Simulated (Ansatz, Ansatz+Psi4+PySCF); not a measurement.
```yaml
atoms:
  - { symbol: B, position_ang: [0.0000, 0.0000, -1.1890] }
  - { symbol: Al, position_ang: [0.0000, 0.0000, 1.1890] }
```

Basis set: cc-pVTZ on B; cc-pV(T+d)Z on Al (spherical functions). Frozen core: 6 orbitals. Charge 0, multiplicity 3.

Computed with Ansatz (development build ahead of 0.2.0); the reference of a correlated method needn't be the lowest determinant of its kind.

(1) Give the atomization energy at this shape (free ground-state atoms in the same class of orbitals less the molecule, no zero-point energy) of triplet AlB by UHF-BCCD(T), UHF-CCSD(T).

Results:

(1)

```json
{"method": "UHF-BCCD(T)", "atomization energy": "1.72 eV"}
{"method": "UHF-CCSD(T)", "atomization energy": "1.72 eV"}
```

Caution: the reference determinant was not shown to be the lowest.
